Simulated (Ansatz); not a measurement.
Nudged elastic band run: C2H5FOS

input.yaml

```yaml
crystal:
  periodic: [false, false, false]
  atoms:
    - { symbol: H, position_ang: [0.955721, 0.330637, 1.144471] }
    - { symbol: C, position_ang: [0.743823, -0.563775, 0.559355] }
    - { symbol: C, position_ang: [-0.339604, -0.252919, -0.429617] }
    - { symbol: S, position_ang: [-0.866597, -1.643933, -1.409387] }
    - { symbol: O, position_ang: [-0.829292, 0.836684, -0.57975] }
    - { symbol: H, position_ang: [-0.221766, 2.026467, 0.466308] }
    - { symbol: F, position_ang: [0.255677, 2.475395, 1.130505] }
    - { symbol: H, position_ang: [0.431337, -1.386309, 1.208524] }
    - { symbol: H, position_ang: [1.640813, -0.886017, 0.021317] }
    - { symbol: H, position_ang: [-1.770115, -0.936228, -2.111726] }
basis:
  gaussian: { orbitals: cc-pVDZ }
hamiltonian:
  xc: { name: BHLYP }
  dispersion: d4
neb:
  order_check: false
  images: 5
  f_tol: 0.05
  max_iterations: 60
  optimiser: lbfgs
  climbing: immediate
  final_atoms:
    - { symbol: H, position_ang: [0.19449879, 0.92294306, 1.58513593] }
    - { symbol: C, position_ang: [0.81451505, -0.74077976, 0.35773915] }
    - { symbol: C, position_ang: [-0.11360235, -0.37130531, -0.53436248] }
    - { symbol: S, position_ang: [-1.21805636, -1.55083977, -1.24972338] }
    - { symbol: O, position_ang: [-0.30079306, 0.86614733, -1.00737846] }
    - { symbol: H, position_ang: [0.07171375, 1.49756615, -0.38019528] }
    - { symbol: F, position_ang: [0.23331837, 1.84430534, 1.4781252] }
    - { symbol: H, position_ang: [0.85563053, -1.76118045, 0.71294634] }
    - { symbol: H, position_ang: [1.61230083, -0.06115922, 0.63586807] }
    - { symbol: H, position_ang: [-2.14952855, -0.64569537, -1.59815509] }
  initial_path:
    images:
      - { positions_ang: [[0.955721, 0.330637, 1.144471], [0.743823, -0.563775, 0.559355], [-0.339604, -0.252919, -0.429617], [-0.866597, -1.643933, -1.409387], [-0.829292, 0.836684, -0.57975], [-0.221766, 2.026467, 0.466308], [0.255677, 2.475395, 1.130505], [0.431337, -1.386309, 1.208524], [1.640813, -0.886017, 0.021317], [-1.770115, -0.936228, -2.111726]] }
      - { positions_ang: [[0.77487259, 0.40866641, 1.18482351], [0.74644261, -0.56545815, 0.54985586], [-0.27749187, -0.26129225, -0.4560816], [-0.99655669, -1.60430444, -1.29978555], [-0.66141882, 0.8575055, -0.70659242], [-0.17068921, 1.8978658, 0.32540945], [0.21948198, 2.23220065, 1.16110139], [0.52100724, -1.44433404, 1.12290715], [1.68253673, -0.66287499, 0.14042374], [-1.83818758, -0.85797249, -2.02206152]] }
      - { positions_ang: [[0.59402419, 0.48669583, 1.22517602], [0.74906223, -0.5671413, 0.54035672], [-0.21537973, -0.26966549, -0.4825462], [-1.12651638, -1.56467589, -1.19018411], [-0.49354563, 0.878327, -0.83343485], [-0.11961242, 1.7692646, 0.1845109], [0.18328696, 1.9890063, 1.19169778], [0.61067749, -1.50235907, 1.0372903], [1.72426045, -0.43973299, 0.25953047], [-1.90626015, -0.77971698, -1.93239704]] }
      - { positions_ang: [[0.41317578, 0.56472524, 1.26552853], [0.75168184, -0.56882445, 0.53085758], [-0.1532676, -0.27803874, -0.5090108], [-1.25647607, -1.52504733, -1.08058266], [-0.32567245, 0.8991485, -0.96027727], [-0.06853563, 1.6406634, 0.04361235], [0.14709195, 1.74581194, 1.22229417], [0.70034773, -1.56038411, 0.95167344], [1.76598418, -0.21659098, 0.37863721], [-1.97433273, -0.70146148, -1.84273255]] }
      - { positions_ang: [[0.34028345, 0.68413118, 1.37206433], [0.77262624, -0.62614289, 0.47315144], [-0.14004585, -0.3091276, -0.51746136], [-1.2436695, -1.53364481, -1.1369629], [-0.31737932, 0.88814811, -0.97597767], [-0.02178584, 1.59296431, -0.09765686], [0.17583409, 1.77864308, 1.30757118], [0.75210866, -1.62731622, 0.87209774], [1.7147564, -0.16478039, 0.46438083], [-2.03273133, -0.68287278, -1.76120673]] }
      - { positions_ang: [[0.26739112, 0.80353712, 1.47860013], [0.79357065, -0.68346132, 0.4154453], [-0.1268241, -0.34021645, -0.52591192], [-1.23086293, -1.54224229, -1.19334314], [-0.30908619, 0.87714772, -0.99167807], [0.02496395, 1.54526523, -0.23892607], [0.20457623, 1.81147421, 1.39284819], [0.8038696, -1.69424833, 0.79252204], [1.66352862, -0.11296981, 0.55012445], [-2.09112994, -0.66428407, -1.67968091]] }
      - { positions_ang: [[0.19449879, 0.92294306, 1.58513593], [0.81451505, -0.74077976, 0.35773915], [-0.11360235, -0.37130531, -0.53436248], [-1.21805636, -1.55083977, -1.24972338], [-0.30079306, 0.86614733, -1.00737846], [0.07171375, 1.49756615, -0.38019528], [0.23331837, 1.84430534, 1.4781252], [0.85563053, -1.76118045, 0.71294634], [1.61230083, -0.06115922, 0.63586807], [-2.14952855, -0.64569537, -1.59815509]] }
```

Launched with:

```bash
$ ansatz run input.yaml --threads 2 --pin off --max-ram 3072MiB --backend cpu --events-out ev --progress --plain --runs-dir out
```

Output, in part (warnings, iteration lines, the closing report on the highest movable image, with atoms numbered from 0):

```
NEB end point (image 0): max|allowed force component| = 2.660e-2 eV/Å (the criterion of neb.relax_end_points is 1.000e-2)
NEB end point (image 6): max|allowed force component| = 2.548e-2 eV/Å (the criterion of neb.relax_end_points is 1.000e-2)
NEB iter   1: max|band force component| = 3.190e0 eV/Å  barrier→ = 2.0551 eV  barrier← = 0.9554 eV  CI = image 4  Δτ_max = 0.0676 Å  (203 SCF iters)
NEB iter   2: max|band force component| = 2.093e0 eV/Å  barrier→ = 1.8515 eV  barrier← = 0.7518 eV  CI = image 3  Δτ_max = 0.0303 Å  (164 SCF iters)
NEB iter   3: max|band force component| = 1.430e0 eV/Å  barrier→ = 1.8317 eV  barrier← = 0.7319 eV  CI = image 3  Δτ_max = 0.0636 Å  (165 SCF iters)
NEB iter   4: max|band force component| = 1.230e0 eV/Å  barrier→ = 1.8270 eV  barrier← = 0.7273 eV  CI = image 3  Δτ_max = 0.0614 Å  (167 SCF iters)
NEB iter   5: max|band force component| = 1.414e0 eV/Å  barrier→ = 1.8539 eV  barrier← = 0.7541 eV  CI = image 3  Δτ_max = 0.0230 Å  (167 SCF iters)
NEB iter   6: max|band force component| = 1.925e0 eV/Å  barrier→ = 1.8417 eV  barrier← = 0.7420 eV  CI = image 3  Δτ_max = 0.0294 Å  (163 SCF iters)
NEB iter   7: max|band force component| = 2.145e0 eV/Å  barrier→ = 1.8378 eV  barrier← = 0.7380 eV  CI = image 3  Δτ_max = 0.0350 Å  (164 SCF iters)
NEB iter   8: max|band force component| = 3.014e0 eV/Å  barrier→ = 1.8350 eV  barrier← = 0.7353 eV  CI = image 3  Δτ_max = 0.0186 Å  (158 SCF iters)
NEB iter   9: max|band force component| = 3.879e-1 eV/Å  barrier→ = 1.8344 eV  barrier← = 0.7346 eV  CI = image 3  Δτ_max = 0.0032 Å  (148 SCF iters)
NEB iter  10: max|band force component| = 3.786e-1 eV/Å  barrier→ = 1.8335 eV  barrier← = 0.7337 eV  CI = image 3  Δτ_max = 0.0705 Å  (125 SCF iters)
NEB iter  11: max|band force component| = 5.884e-1 eV/Å  barrier→ = 1.8161 eV  barrier← = 0.7164 eV  CI = image 3  Δτ_max = 0.0095 Å  (161 SCF iters)
NEB iter  12: max|band force component| = 7.285e-1 eV/Å  barrier→ = 1.8163 eV  barrier← = 0.7166 eV  CI = image 3  Δτ_max = 0.0115 Å  (156 SCF iters)
NEB iter  13: max|band force component| = 9.795e-1 eV/Å  barrier→ = 1.8164 eV  barrier← = 0.7167 eV  CI = image 3  Δτ_max = 0.0152 Å  (145 SCF iters)
NEB iter  14: max|band force component| = 1.326e0 eV/Å  barrier→ = 1.8164 eV  barrier← = 0.7166 eV  CI = image 3  Δτ_max = 0.0079 Å  (145 SCF iters)
NEB iter  15: max|band force component| = 2.327e-1 eV/Å  barrier→ = 1.8164 eV  barrier← = 0.7166 eV  CI = image 3  Δτ_max = 0.0021 Å  (140 SCF iters)
NEB iter  16: max|band force component| = 2.070e-1 eV/Å  barrier→ = 1.8163 eV  barrier← = 0.7165 eV  CI = image 3  Δτ_max = 0.0185 Å  (126 SCF iters)
NEB iter  17: max|band force component| = 6.249e-1 eV/Å  barrier→ = 1.8151 eV  barrier← = 0.7153 eV  CI = image 3  Δτ_max = 0.0100 Å  (151 SCF iters)
NEB iter  18: max|band force component| = 8.307e-1 eV/Å  barrier→ = 1.8147 eV  barrier← = 0.7150 eV  CI = image 3  Δτ_max = 0.0133 Å  (139 SCF iters)
NEB iter  19: max|band force component| = 1.173e0 eV/Å  barrier→ = 1.8145 eV  barrier← = 0.7147 eV  CI = image 3  Δτ_max = 0.0073 Å  (137 SCF iters)
NEB iter  20: max|band force component| = 1.199e-1 eV/Å  barrier→ = 1.8145 eV  barrier← = 0.7147 eV  CI = image 3  Δτ_max = 0.0012 Å  (131 SCF iters)
NEB iter  21: max|band force component| = 1.186e-1 eV/Å  barrier→ = 1.8144 eV  barrier← = 0.7146 eV  CI = image 3  Δτ_max = 0.0389 Å  (113 SCF iters)
NEB iter  22: max|band force component| = 5.456e-1 eV/Å  barrier→ = 1.8115 eV  barrier← = 0.7117 eV  CI = image 3  Δτ_max = 0.0089 Å  (158 SCF iters)
NEB iter  23: max|band force component| = 7.299e-1 eV/Å  barrier→ = 1.8112 eV  barrier← = 0.7115 eV  CI = image 3  Δτ_max = 0.0045 Å  (139 SCF iters)
NEB iter  24: max|band force component| = 1.018e-1 eV/Å  barrier→ = 1.8112 eV  barrier← = 0.7115 eV  CI = image 3  Δτ_max = 0.0007 Å  (125 SCF iters)
NEB iter  25: max|band force component| = 1.006e-1 eV/Å  barrier→ = 1.8111 eV  barrier← = 0.7114 eV  CI = image 3  Δτ_max = 0.0084 Å  (116 SCF iters)
NEB iter  26: max|band force component| = 2.219e-1 eV/Å  barrier→ = 1.8105 eV  barrier← = 0.7107 eV  CI = image 3  Δτ_max = 0.0034 Å  (133 SCF iters)
NEB iter  27: max|band force component| = 2.949e-1 eV/Å  barrier→ = 1.8104 eV  barrier← = 0.7106 eV  CI = image 3  Δτ_max = 0.0047 Å  (121 SCF iters)
NEB iter  28: max|band force component| = 3.881e-1 eV/Å  barrier→ = 1.8103 eV  barrier← = 0.7105 eV  CI = image 3  Δτ_max = 0.0062 Å  (126 SCF iters)
NEB iter  29: max|band force component| = 5.508e-1 eV/Å  barrier→ = 1.8102 eV  barrier← = 0.7104 eV  CI = image 3  Δτ_max = 0.0033 Å  (126 SCF iters)
NEB iter  30: max|band force component| = 7.351e-2 eV/Å  barrier→ = 1.8102 eV  barrier← = 0.7104 eV  CI = image 3  Δτ_max = 0.0005 Å  (114 SCF iters)
NEB iter  31: max|band force component| = 7.211e-2 eV/Å  barrier→ = 1.8101 eV  barrier← = 0.7104 eV  CI = image 3  Δτ_max = 0.0130 Å  (113 SCF iters)
NEB iter  32: max|band force component| = 3.641e-1 eV/Å  barrier→ = 1.8093 eV  barrier← = 0.7095 eV  CI = image 3  Δτ_max = 0.0059 Å  (131 SCF iters)
NEB iter  33: max|band force component| = 4.831e-1 eV/Å  barrier→ = 1.8092 eV  barrier← = 0.7094 eV  CI = image 3  Δτ_max = 0.0030 Å  (127 SCF iters)
NEB iter  34: max|band force component| = 6.282e-2 eV/Å  barrier→ = 1.8092 eV  barrier← = 0.7094 eV  CI = image 3  Δτ_max = 0.0005 Å  (113 SCF iters)
NEB iter  35: max|band force component| = 6.344e-2 eV/Å  barrier→ = 1.8091 eV  barrier← = 0.7094 eV  CI = image 3  Δτ_max = 0.0009 Å  (113 SCF iters)
NEB iter  36: max|band force component| = 6.336e-2 eV/Å  barrier→ = 1.8091 eV  barrier← = 0.7093 eV  CI = image 3  Δτ_max = 0.0218 Å  (108 SCF iters)
NEB iter  37: max|band force component| = 5.073e-1 eV/Å  barrier→ = 1.8082 eV  barrier← = 0.7084 eV  CI = image 3  Δτ_max = 0.0081 Å  (151 SCF iters)
NEB iter  38: max|band force component| = 6.429e-1 eV/Å  barrier→ = 1.8080 eV  barrier← = 0.7082 eV  CI = image 3  Δτ_max = 0.0039 Å  (142 SCF iters)
NEB iter  39: max|band force component| = 1.070e-1 eV/Å  barrier→ = 1.8080 eV  barrier← = 0.7083 eV  CI = image 3  Δτ_max = 0.0008 Å  (115 SCF iters)
NEB iter  40: max|band force component| = 8.282e-2 eV/Å  barrier→ = 1.8079 eV  barrier← = 0.7082 eV  CI = image 3  Δτ_max = 0.0036 Å  (121 SCF iters)
NEB iter  41: max|band force component| = 7.185e-2 eV/Å  barrier→ = 1.8078 eV  barrier← = 0.7080 eV  CI = image 3  Δτ_max = 0.0019 Å  (129 SCF iters)
NEB iter  42: max|band force component| = 1.225e-1 eV/Å  barrier→ = 1.8077 eV  barrier← = 0.7079 eV  CI = image 3  Δτ_max = 0.0019 Å  (120 SCF iters)
NEB iter  43: max|band force component| = 1.674e-1 eV/Å  barrier→ = 1.8077 eV  barrier← = 0.7079 eV  CI = image 3  Δτ_max = 0.0027 Å  (116 SCF iters)
NEB iter  44: max|band force component| = 2.285e-1 eV/Å  barrier→ = 1.8076 eV  barrier← = 0.7079 eV  CI = image 3  Δτ_max = 0.0036 Å  (117 SCF iters)
NEB iter  45: max|band force component| = 3.194e-1 eV/Å  barrier→ = 1.8076 eV  barrier← = 0.7078 eV  CI = image 3  Δτ_max = 0.0020 Å  (116 SCF iters)
NEB iter  46: max|band force component| = 3.943e-2 eV/Å  barrier→ = 1.8076 eV  barrier← = 0.7078 eV  CI = image 3  Δτ_max = 0.0000 Å  (257 SCF iters)
Total energy: -17750.46058617 eV, -652.3173948473 hartree
Atom 0 at     0.395768     0.564137     1.255754 Å, force     0.010158     0.012908     0.005791 eV/Å
Atom 1 at     0.724328    -0.561263     0.570139 Å, force    -0.004609    -0.002403    -0.001172 eV/Å
Atom 2 at    -0.174638    -0.279219    -0.478882 Å, force    -0.010246     0.000380     0.006005 eV/Å
Atom 3 at    -1.181465    -1.520337    -1.168161 Å, force     0.005707    -0.005252    -0.008902 eV/Å
Atom 4 at    -0.359448     0.918606    -0.888293 Å, force    -0.015208     0.002295     0.008969 eV/Å
Atom 5 at    -0.052672     1.523229    -0.078119 Å, force    -0.005878     0.000336     0.000176 eV/Å
Atom 6 at     0.220942     1.754188     1.234562 Å, force     0.023260     0.004982     0.003540 eV/Å
Atom 7 at     0.714355    -1.572151     0.963067 Å, force    -0.004568    -0.002253     0.000514 eV/Å
Atom 8 at     1.722510    -0.157507     0.393981 Å, force    -0.004718    -0.001615    -0.001347 eV/Å
Atom 9 at    -2.009683    -0.669681    -1.804047 Å, force     0.006101    -0.009378    -0.013574 eV/Å
Dipole moment:    -0.142114    -0.512025    -0.412921 e Å
```

The forces met the threshold. Neighbouring images differ by up to 1.6 eV, so the band resolves the path poorly. Another band between the same ends (5 images) ends at a top of the same energy, where a vibrational analysis finds 1 clearly imaginary mode. The orbitals stay closed-shell, which can raise the energy where a bond breaks towards radicals; this wasn't checked here.

Final band (atoms are numbered from 1 in the order of the input):

| image | path coordinate (Å) | energy (eV) | H1–C2 (Å) | H6–F7 (Å) | H1–F7 (Å) |
| --- | --- | --- | --- | --- | --- |
| 0 | 0.00 | 0.00 | 1.09 | 0.93 | 2.26 |
| 1 | 0.73 | 0.02 | 1.09 | 0.93 | 2.19 |
| 2 | 1.46 | 0.18 | 1.10 | 0.95 | 1.95 |
| 3 | 2.19 | 1.81 | 1.36 | 1.36 | 1.20 |
| 4 | 2.52 | 1.37 | 1.69 | 1.60 | 0.98 |
| 5 | 2.85 | 1.14 | 1.93 | 1.80 | 0.94 |
| 6 | 3.19 | 1.10 | 2.16 | 1.90 | 0.93 |

Time of the run: 5.8 min on 2 threads of Intel(R) Xeon(R) 6975P-C (Granite Rapids), on a shared host, peak memory 0.27 GiB.
